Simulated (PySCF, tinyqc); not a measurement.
RHF in the sto-3g basis, for CH2, spin multiplicity 1, step by step. The lowest restricted solution is unstable here: a spin-polarised one lies 0.0384 hartree lower (PySCF). One step of it, computed by the program tinyqc.

Task: Iteration 1: building the Fock matrix. J_ij = sum D_kl (ij|kl), K_ij = sum D_kl (ik|jl); F = H + J - 0.5 K; E = tr D H + tr D J / 2 - 0.25 tr D K + E_nn.

D at the start, order 1C 1s, 1C 2s, 1C 2px, 1C 2py, 1C 2pz, 2H 1s, 3H 1s:
```
[[2.060487, -0.213032, 0.000000, 0.000000, 0.135707, -0.171832, -0.171832],
 [-0.213032, 0.972638, 0.000000, 0.000000, -0.471113, 0.371688, 0.371688],
 [0.000000, 0.000000, 0.000000, 0.000000, 0.000000, 0.000000, 0.000000],
 [0.000000, 0.000000, 0.000000, 1.034119, 0.000000, 0.420965, -0.420965],
 [0.135707, -0.471113, 0.000000, 0.000000, 1.811755, 0.118596, 0.118596],
 [-0.171832, 0.371688, 0.000000, 0.420965, 0.118596, 0.374350, 0.031620],
 [-0.171832, 0.371688, 0.000000, -0.420965, 0.118596, 0.031620, 0.374350]]
```

core Hamiltonian H = T + V (hartree), order 1C 1s, 1C 2s, 1C 2px, 1C 2py, 1C 2pz, 2H 1s, 3H 1s:
```
[[-18.727984, -4.518127, 0.000000, 0.000000, -0.017217, -1.130059, -1.130059],
 [-4.518127, -5.657325, 0.000000, 0.000000, -0.176338, -2.453151, -2.453151],
 [0.000000, 0.000000, -4.526050, 0.000000, 0.000000, 0.000000, 0.000000],
 [0.000000, 0.000000, 0.000000, -4.711860, 0.000000, -1.719684, 1.719684],
 [-0.017217, -0.176338, 0.000000, 0.000000, -4.592468, -1.070892, -1.070892],
 [-1.130059, -2.453151, 0.000000, -1.719684, -1.070892, -3.585706, -0.706579],
 [-1.130059, -2.453151, 0.000000, 1.719684, -1.070892, -0.706579, -3.585706]]
```

Two-electron integrals (ij|kl) in chemists' order, unique and non-zero (hartree):
```
(11|11) 3.541948    (21|11) 0.576921    (21|21) 0.111888    (22|11) 0.854682
(22|21) 0.205284    (22|22) 0.624709    (31|31) 0.020296    (32|31) 0.030858
(32|32) 0.137996    (33|11) 0.852436    (33|21) 0.205335    (33|22) 0.624568
(33|33) 0.672833    (41|41) 0.020296    (42|41) 0.030858    (42|42) 0.137996
(43|43) 0.036269    (44|11) 0.852436    (44|21) 0.205335    (44|22) 0.624568
(44|33) 0.600295    (44|44) 0.672833    (51|51) 0.020296    (52|51) 0.030858
(52|52) 0.137996    (53|53) 0.036269    (54|54) 0.036269    (55|11) 0.852436
(55|21) 0.205335    (55|22) 0.624568    (55|33) 0.600295    (55|44) 0.600295
(55|55) 0.672833    (61|11) 0.144083    (61|21) 0.027760    (61|22) 0.050788
(61|33) 0.050614    (61|41) 0.001467    (61|42) 0.002717    (61|44) 0.051012
(61|51) 0.000877    (61|52) 0.001624    (61|54) 0.000238    (61|55) 0.050756
(61|61) 0.007045    (62|11) 0.329898    (62|21) 0.080218    (62|22) 0.266740
(62|33) 0.260499    (62|41) 0.006555    (62|42) 0.044237    (62|44) 0.274113
(62|51) 0.003919    (62|52) 0.026448    (62|54) 0.008139    (62|55) 0.265366
(62|61) 0.020738    (62|62) 0.146592    (63|31) 0.008352    (63|32) 0.043425
(63|43) 0.008771    (63|53) 0.005244    (63|63) 0.018537    (64|11) 0.236065
(64|21) 0.058168    (64|22) 0.205100    (64|33) 0.194716    (64|41) 0.012515
(64|42) 0.075151    (64|44) 0.222124    (64|51) 0.002489    (64|52) 0.018969
(64|54) 0.011142    (64|55) 0.198243    (64|61) 0.015781    (64|62) 0.134006
(64|64) 0.138829    (65|11) 0.141136    (65|21) 0.034777    (65|22) 0.122623
(65|33) 0.116415    (65|41) 0.002489    (65|42) 0.018969    (65|44) 0.122314
(65|51) 0.009840    (65|52) 0.054765    (65|54) 0.012298    (65|55) 0.129012
(65|61) 0.009435    (65|62) 0.080119    (65|64) 0.071919    (65|65) 0.061536
(66|11) 0.472259    (66|21) 0.116813    (66|22) 0.439966    (66|33) 0.416475
(66|41) 0.012420    (66|42) 0.110941    (66|44) 0.468025    (66|51) 0.007426
(66|52) 0.066329    (66|54) 0.030820    (66|55) 0.434901    (66|61) 0.030696
(66|62) 0.300522    (66|64) 0.304079    (66|65) 0.181800    (66|66) 0.774606
(71|11) 0.144083    (71|21) 0.027760    (71|22) 0.050788    (71|33) 0.050614
(71|41) -0.001467   (71|42) -0.002717   (71|44) 0.051012    (71|51) 0.000877
(71|52) 0.001624    (71|54) -0.000238   (71|55) 0.050756    (71|61) 0.006818
(71|62) 0.019457    (71|64) 0.013412    (71|65) 0.008861    (71|66) 0.028153
(71|71) 0.007045    (72|11) 0.329898    (72|21) 0.080218    (72|22) 0.266740
(72|33) 0.260499    (72|41) -0.006555   (72|42) -0.044237   (72|44) 0.274113
(72|51) 0.003919    (72|52) 0.026448    (72|54) -0.008139   (72|55) 0.265366
(72|61) 0.019457    (72|62) 0.106423    (72|64) 0.069551    (72|65) 0.056559
(72|66) 0.171687    (72|71) 0.020738    (72|72) 0.146592    (73|31) 0.008352
(73|32) 0.043425    (73|43) -0.008771   (73|53) 0.005244    (73|63) 0.012621
(73|73) 0.018537    (74|11) -0.236065   (74|21) -0.058168   (74|22) -0.205100
(74|33) -0.194716   (74|41) 0.012515    (74|42) 0.075151    (74|44) -0.222124
(74|51) -0.002489   (74|52) -0.018969   (74|54) 0.011142    (74|55) -0.198243
(74|61) -0.013412   (74|62) -0.069551   (74|64) -0.033996   (74|65) -0.036200
(74|66) -0.102838   (74|71) -0.015781   (74|72) -0.134006   (74|74) 0.138829
(75|11) 0.141136    (75|21) 0.034777    (75|22) 0.122623    (75|33) 0.116415
(75|41) -0.002489   (75|42) -0.018969   (75|44) 0.122314    (75|51) 0.009840
(75|52) 0.054765    (75|54) -0.012298   (75|55) 0.129012    (75|61) 0.008861
(75|62) 0.056559    (75|64) 0.036200    (75|65) 0.042062    (75|66) 0.097081
(75|71) 0.009435    (75|72) 0.080119    (75|74) -0.071919   (75|75) 0.061536
(76|11) 0.088251    (76|21) 0.021520    (76|22) 0.073906    (76|33) 0.071982
(76|44) 0.074271    (76|51) 0.001752    (76|52) 0.012517    (76|55) 0.075393
(76|61) 0.005429    (76|62) 0.036495    (76|64) 0.028900    (76|65) 0.021920
(76|66) 0.069952    (76|71) 0.005429    (76|72) 0.036495    (76|74) -0.028900
(76|75) 0.021920    (76|76) 0.011019    (77|11) 0.472259    (77|21) 0.116813
(77|22) 0.439966    (77|33) 0.416475    (77|41) -0.012420   (77|42) -0.110941
(77|44) 0.468025    (77|51) 0.007426    (77|52) 0.066329    (77|54) -0.030820
(77|55) 0.434901    (77|61) 0.028153    (77|62) 0.171687    (77|64) 0.102838
(77|65) 0.097081    (77|66) 0.279999    (77|71) 0.030696    (77|72) 0.300522
(77|74) -0.304079   (77|75) 0.181800    (77|76) 0.069952    (77|77) 0.774606
```

nuclear repulsion = 6.07966655 hartree

Give: Coulomb J; exchange K; Fock matrix F; total energy of this density.

Result:

Coulomb J (hartree), order 1C 1s, 1C 2s, 1C 2px, 1C 2py, 1C 2pz, 2H 1s, 3H 1s:
```
[[11.5246, 2.2285, 0.0000, 0.0000, -0.0038, 0.5543, 0.5543],
 [2.2285, 5.1579, 0.0000, 0.0000, 0.0249, 2.2026, 2.2026],
 [0.0000, 0.0000, 5.0368, 0.0000, 0.0000, 0.0000, 0.0000],
 [0.0000, 0.0000, 0.0000, 5.2194, 0.0000, 1.6994, -1.6994],
 [-0.0038, 0.0249, 0.0000, 0.0000, 5.2013, 1.0233, 1.0233],
 [0.5543, 2.2026, 0.0000, 1.6994, 1.0233, 3.7015, 0.6093],
 [0.5543, 2.2026, 0.0000, -1.6994, 1.0233, 0.6093, 3.7015]]
```

exchange K (hartree), order 1C 1s, 1C 2s, 1C 2px, 1C 2py, 1C 2pz, 2H 1s, 3H 1s:
```
[[7.1698, 1.2707, 0.0000, 0.0000, 0.0097, 0.3223, 0.3223],
 [1.2707, 1.6884, 0.0000, 0.0000, -0.0674, 0.8869, 0.8869],
 [0.0000, 0.0000, 0.3569, 0.0000, 0.0000, 0.0000, 0.0000],
 [0.0000, 0.0000, 0.0000, 1.5086, 0.0000, 0.6934, -0.6934],
 [0.0097, -0.0674, 0.0000, 0.0000, 1.6247, 0.3852, 0.3852],
 [0.3223, 0.8869, 0.0000, 0.6934, 0.3852, 1.1470, 0.2702],
 [0.3223, 0.8869, 0.0000, -0.6934, 0.3852, 0.2702, 1.1470]]
```

Fock matrix F (hartree), order 1C 1s, 1C 2s, 1C 2px, 1C 2py, 1C 2pz, 2H 1s, 3H 1s:
```
[[-10.7882, -2.9249, 0.0000, 0.0000, -0.0259, -0.7369, -0.7369],
 [-2.9249, -1.3436, 0.0000, 0.0000, -0.1177, -0.6940, -0.6940],
 [0.0000, 0.0000, 0.3323, 0.0000, 0.0000, 0.0000, 0.0000],
 [0.0000, 0.0000, 0.0000, -0.2467, 0.0000, -0.3670, 0.3670],
 [-0.0259, -0.1177, 0.0000, 0.0000, -0.2036, -0.2403, -0.2403],
 [-0.7369, -0.6940, 0.0000, -0.3670, -0.2403, -0.4578, -0.2324],
 [-0.7369, -0.6940, 0.0000, 0.3670, -0.2403, -0.2324, -0.4578]]
```

total energy of this density = -38.233271 hartree
